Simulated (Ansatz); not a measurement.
# C5H8: one species, many methods

Aim: compute C5H8 with functionals from several rungs and with coupled cluster, and see how far each lands from CCSD(T) at the basis-set limit for the atomisation energy.

The runs use Ansatz 0.2.0, Gaussian basis; functionals in def2-TZVPP, the program's frozen cores in correlated methods.

Plan: LDA (SPW92), PBE-D4, revPBE-D4, BLYP-D4, r2SCAN-D4, B97M-V, PBE0-D4, B3LYP-D4, r2SCANh-D4, r2SCAN0-D4, HSE06-D4, BHLYP-D4, CAM-B3LYP-D4, LC-ωPBE, ωB97X-V, ωB97M-V, B2PLYP, PBE-QIDH; CCSD(T)/def2-SVP; CCSD(T)/def2-TZVPP; MP2/def2-QZVPP; extrapolation to the limit; RPA on PBE.

### Step 1. Structure used throughout

An earlier PBE0-D4 in a triple-zeta def2 set relaxation fixed the geometry.

SMILES `C#CC(C)C`, 13 atoms, charge 0, spin multiplicity 1.

Atoms are counted from 1 here; the program's logs count them from 0.

Bond lengths: C1–C2 1.201 Å, C1–H6 1.064 Å, C2–C3 1.458 Å, C3–C4 1.528 Å, C3–C5 1.528 Å, C3–H7 1.097 Å, C4–H8 1.093 Å, C4–H9 1.092 Å, C4–H10 1.091 Å, C5–H11 1.091 Å, C5–H12 1.092 Å, C5–H13 1.093 Å. Angles: C2–C1–H6 179.7°, C1–C2–C3 179.0°, C2–C3–C4 110.9°, C2–C3–C5 110.9°, C2–C3–H7 107.2°, C4–C3–C5 111.5°, C4–C3–H7 108.1°, C5–C3–H7 108.1°, C3–C4–H8 110.1°, C3–C4–H9 110.4°, C3–C4–H10 111.2°, H8–C4–H9 108.3°, H8–C4–H10 108.6°, H9–C4–H10 108.1°, C3–C5–H11 111.2°, C3–C5–H12 110.4°, C3–C5–H13 110.1°, H11–C5–H12 108.1° and more.

Coordinates:

```mol
C5H8
  3D, bonds by distance, orders not assigned

 13 12  0  0  0  0  0  0  0  0999 V2000
   -1.2081    1.7377   -1.3498 C   0  0
   -0.4697    0.9449   -0.8317 C   0  0
    0.4086   -0.0235   -0.1862 C   0  0
    0.6614    0.3584    1.2718 C   0  0
   -0.1600   -1.4371   -0.3044 C   0  0
   -1.8589    2.4412   -1.8120 H   0  0
    1.3683    0.0038   -0.7175 H   0  0
    1.3538   -0.3505    1.7317 H   0  0
   -0.2729    0.3425    1.8375 H   0  0
    1.0874    1.3597    1.3492 H   0  0
   -0.3181   -1.7128   -1.3479 H   0  0
   -1.1189   -1.5068    0.2140 H   0  0
    0.5271   -2.1577    0.1454 H   0  0
  1  2  8  0
  2  3  8  0
  3  4  8  0
  3  5  8  0
  1  6  8  0
  3  7  8  0
  4  8  8  0
  4  9  8  0
  4 10  8  0
  5 11  8  0
  5 12  8  0
  5 13  8  0
M  END
```

### Step 2. LDA

This LDA is Slater exchange with PW92 correlation.

Contents of in.yaml:

```yaml
crystal:
  periodic: [false, false, false]
  atoms:
    - {symbol: C, position_ang: [-1.208111, 1.737683, -1.349812]}
    - {symbol: C, position_ang: [-0.469666, 0.944905, -0.831657]}
    - {symbol: C, position_ang: [0.408644, -0.023482, -0.186246]}
    - {symbol: C, position_ang: [0.661360, 0.358413, 1.271753]}
    - {symbol: C, position_ang: [-0.159983, -1.437052, -0.304362]}
    - {symbol: H, position_ang: [-1.858940, 2.441246, -1.812013]}
    - {symbol: H, position_ang: [1.368314, 0.003845, -0.717481]}
    - {symbol: H, position_ang: [1.353791, -0.350514, 1.731731]}
    - {symbol: H, position_ang: [-0.272889, 0.342548, 1.837478]}
    - {symbol: H, position_ang: [1.087406, 1.359705, 1.349182]}
    - {symbol: H, position_ang: [-0.318065, -1.712812, -1.347943]}
    - {symbol: H, position_ang: [-1.118920, -1.506812, 0.213992]}
    - {symbol: H, position_ang: [0.527059, -2.157702, 0.145368]}
basis:
  gaussian: {orbitals: def2-TZVPP}
hamiltonian: {xc: lda}
output: {orbitals: {seedname: orbitals}}
```

Started as:

```bash
ansatz run in.yaml --threads 4 --pin off --events-out ev --progress --plain --max-ram 10444MiB
```

Further steps of the session: PBE-D4 (GGA); revPBE-D4 (GGA); BLYP-D4 (GGA); r2SCAN-D4 (meta-GGA); B97M-V (meta-GGA); PBE0-D4 (hybrid); B3LYP-D4 (hybrid); r2SCANh-D4 (hybrid); r2SCAN0-D4 (hybrid); HSE06-D4 (hybrid); BHLYP-D4 (hybrid); CAM-B3LYP-D4 (range-separated); LC-ωPBE (range-separated); ωB97X-V (range-separated); ωB97M-V (range-separated); B2PLYP (double hybrid); PBE-QIDH (double hybrid); CCSD(T) in def2-SVP; CCSD(T) in def2-TZVPP; MP2 in def2-QZVPP; RPA on PBE orbitals.

Before running them: what should the planned runs give, taken together? Wanted: atomisation energy, CCSD(T)/CBS; farthest beyond LDA; mean size of error, GGA; mean size of error, meta-GGA; mean size of error, hybrid; mean size of error, range-separated; mean size of error, double hybrid; gap, smallest and largest; T1 diagnostic.

As calculated:

| quantity | value |
| --- | --- |
| atomisation energy, CCSD(T)/CBS | 56.047 eV |
| functionals within 0.280 eV (0.5 %) | revPBE-D4, BLYP-D4, r2SCAN-D4, B97M-V, B3LYP-D4, r2SCANh-D4, CAM-B3LYP-D4, LC-ωPBE, ωB97X-V, ωB97M-V, PBE-QIDH |
| farthest beyond LDA | BHLYP-D4 (-1.337 eV) |
| mean size of error, GGA | 0.484 eV |
| mean size of error, meta-GGA | 0.117 eV |
| mean size of error, hybrid | 0.512 eV |
| mean size of error, range-separated | 0.116 eV |
| mean size of error, double hybrid | 0.206 eV |
| gap, smallest and largest | 6.37 eV (BLYP-D4), 13.52 eV (LC-ωPBE) |
| T1 diagnostic | 0.0102 |
| triples share of the correlation energy | 4.3 % |

The LDA atomisation energy is off by 7.685 eV (14 %): it overbinds. PBE-D4 misses by +1.329 eV. Double hybrids carry the basis error of their MP2 part in triple zeta, and no dispersion term here, so their miss is partly the set-up's. The rungs range-separated, meta-GGA, double hybrid miss on average by less than the doubt on the reference (0.280 eV), so they tie. The reference freezes the cores and leaves out relativity and excitations past (T), so misses under about 0.280 eV can't be ranked. Hartree-Fock recovers 75 % of the binding; the rest is correlation. CCSD(T) in def2-SVP is off by -1.987 eV, so the small basis spoils what the method gains. Orbital gaps span 6.4 to 13.5 eV; exact exchange widens them.
